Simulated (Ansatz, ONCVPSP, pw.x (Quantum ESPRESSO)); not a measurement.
## pw.x on bcc Al: one setting changed

Potential: optimised norm-conserving Vanderbilt (ONCV), ONCVPSP 4.0.1.1 (patched build), LDA (Perdew-Wang 92); core [Ne], reference 3s2 3p1; waves: 3s: rc 2.25 bohr, ncon 4, nbas 7, qcut 3.7 1/bohr, 2 projectors, debl 2.3 Ha; 3p: rc 2.75 bohr, ncon 3, nbas 7, qcut 3.4 1/bohr, 2 projectors, debl 2.7 Ha; d scattering state at 0.12 Ha: rc 2.85 bohr, ncon 3, nbas 6, qcut 2.9 1/bohr, 3 projectors, debl 1 Ha; local part: polynomial inside 2.15 bohr (lpopt 3, dvloc0 3 Ha); core correction: none.

The reference run (k-mesh 14³, cutoffs 35/140 Ry, Fermi–Dirac 0.01 Ry, mixing_beta 0.4, conv_thr 1e-9, no spin) gives -0.50 GPa at 16.222 Å³/atom, where all-electron LAPW gives 0.10 GPa. This run, with its own iteration cap, changes mixing_beta to 0.7.

```
&control
  calculation='scf', prefix='x', pseudo_dir='./', outdir='./tmp', tstress=.true., disk_io='none'
/
&system
  ibrav=0, nat=1, ntyp=1, ecutwfc=35, ecutrho=140, nbnd=8,
  occupations='smearing', smearing='fd', degauss=0.01
/
&electrons
  conv_thr=1e-09, mixing_beta=0.7, electron_maxstep=70
/
ATOMIC_SPECIES
Al 1.0 Al.UPF
CELL_PARAMETERS angstrom
  -1.59470909 1.59470909 1.59470909
  1.59470909 -1.59470909 1.59470909
  1.59470909 1.59470909 -1.59470909
ATOMIC_POSITIONS crystal
Al 0.0000 0.0000 0.0000
K_POINTS automatic
14 14 14 0 0 0
```

```bash
pw.x < Al.scf.in > Al.scf.out
```

Q: How does the run end?

A: It converges in 5 iterations; the free energy moves by +0.0 meV/atom and the pressure by +0.00 GPa. The result is that of the reference run.

```
Message from routine setup:
     using ibrav=0 with symmetry is DISCOURAGED, use correct ibrav instead
     lattice parameter (alat)  =       5.2196  a.u.
     unit-cell volume          =     109.4715 (a.u.)^3
     number of electrons       =         3.00
     number of Kohn-Sham states=            8
     kinetic-energy cutoff     =      35.0000  Ry
     charge density cutoff     =     140.0000  Ry
     scf convergence threshold =      1.0E-09
     Exchange-correlation= SLA  PW   NOGX NOGC
     number of k points=   104  Fermi-Dirac smearing, width (Ry)=  0.0100
     iteration #  1     ecut=    35.00 Ry     beta= 0.70
     total energy              =      -4.19404097 Ry
     estimated scf accuracy    <       0.00509417 Ry
     iteration #  2     ecut=    35.00 Ry     beta= 0.70
     total energy              =      -4.19403028 Ry
     estimated scf accuracy    <       0.00034212 Ry
     iteration #  3     ecut=    35.00 Ry     beta= 0.70
     total energy              =      -4.19403718 Ry
     estimated scf accuracy    <       0.00000032 Ry
     iteration #  4     ecut=    35.00 Ry     beta= 0.70
     total energy              =      -4.19403764 Ry
     estimated scf accuracy    <       0.00000002 Ry
     iteration #  5     ecut=    35.00 Ry     beta= 0.70
     the Fermi energy is     7.8784 ev
!    total energy              =      -4.19403764 Ry
     estimated scf accuracy    <          1.5E-11 Ry
     smearing contrib. (-TS)   =      -0.00171404 Ry
     The total energy is F=E-TS. E is the sum of the following terms:
     one-electron contribution =       2.84630890 Ry
     hartree contribution      =       0.00451369 Ry
     xc contribution           =      -1.60886513 Ry
     ewald contribution        =      -5.43428106 Ry
     convergence has been achieved in   5 iterations
          total   stress  (Ry/bohr**3)                   (kbar)     P=       -5.03
     Message from routine punch:
     Nothing written, as per user request (disk_io='none')
```

The run took about 1.9 s on one core of a shared host (Neoverse-V2, 32 threads, 247 GiB, load 16).
